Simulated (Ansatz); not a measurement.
A run of Ansatz (development build ahead of 0.2.0) on singlet H₂O₂ at this shape:

```yaml
atoms:
  - { symbol: O, position_ang: [0.0000, 0.7341, -0.0527] }
  - { symbol: O, position_ang: [0.0000, -0.7341, -0.0527] }
  - { symbol: H, position_ang: [0.8396, 0.8808, 0.4220] }
  - { symbol: H, position_ang: [-2.0149, -1.0861, 1.0866] }
```

Its results:

- Converged: yes
- Total energy: -151.30362 hartree
- Spin squared of the determinant: 0.943
- Stability test: minimum

Question: Which input gives this output? Name the method, the orbitals and the basis set, and write the input.

Answer: PBE0 (unrestricted) in pcseg-2.

```yaml
crystal:
  periodic: [false, false, false]
  atoms:
    - { symbol: O, position_ang: [0.0, 0.73406, -0.05275] }
    - { symbol: O, position_ang: [0.0, -0.73406, -0.05275] }
    - { symbol: H, position_ang: [0.83955, 0.88075, 0.422] }
    - { symbol: H, position_ang: [-2.01491, -1.08612, 1.08665] }
basis:
  gaussian: { orbitals: pcseg-2 }
magnetization:
  spin_polarized: true
hamiltonian:
  xc: pbe0
```

Caution: charge can spread falsely over distant fragments; the unrestricted determinant is a mixture of spin states.
